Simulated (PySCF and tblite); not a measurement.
Results of a calculation; reference values are marked as such.
n-BuOMe, C₅H₁₂O, numbered as in [CH3:1][CH2:2][CH2:3][CH2:4][O:5][CH3:6].

Level: PBE0-D3(BJ)/pcSseg-1//GFN2-xTB, thermal terms from GFN2-xTB, symmetry numbers and mirror pairs counted. Conformers within 3 kcal/mol (GFN2-xTB free energy) were kept, 10 at most. Programs: PySCF with density fitting and tblite.

An NOE distance is ⟨r⁻⁶⟩^(−1/6) over all pairs of like atoms and, for the average, over conformers.

Torsions listed: C1–C2–C3–C4, C2–C3–C4–O5, C3–C4–O5–C6. Of a mirror pair one member is shown.

| conformer | shape | weight % |
| --- | --- | --- |
| 1 | 178°, -66°, 178° | 43.7 |
| 2 | -73°, -65°, 179° | 19.0 |
| 3 | 180°, 180°, 180° | 10.4 |
| 4 | -178°, 59°, 72° | 7.2 |

Not shown: 6 more, 19.7 % in all.

Problem. Which H–H contacts under 3.5 Å would NOEs report (pairs on one atom left out) at 298.15 K?

Solution. 
| pair | in 1 (Å) | in 2 (Å) | in 3 (Å) | in 4 (Å) | average (Å) |
| --- | --- | --- | --- | --- | --- |
| H3 ··· H4 | 2.57 | 2.56 | 2.68 | 2.56 | 2.59 |
| H1 ··· H2 | 2.61 | 2.60 | 2.60 | 2.61 | 2.60 |
| H2 ··· H3 | 2.67 | 2.56 | 2.68 | 2.68 | 2.63 |
| H4 ··· H6 | 2.76 | 2.76 | 2.76 | 2.95 | 2.78 |
| H1 ··· H3 | 2.91 | 3.12 | 2.91 | 2.91 | 2.98 |
| H2 ··· H4 | 2.96 | 3.45 | 2.74 | 2.98 | 2.99 |

Longer pairs under the limit may be missing.

The cap on conformers cut off some of the population, so the set may be incomplete.
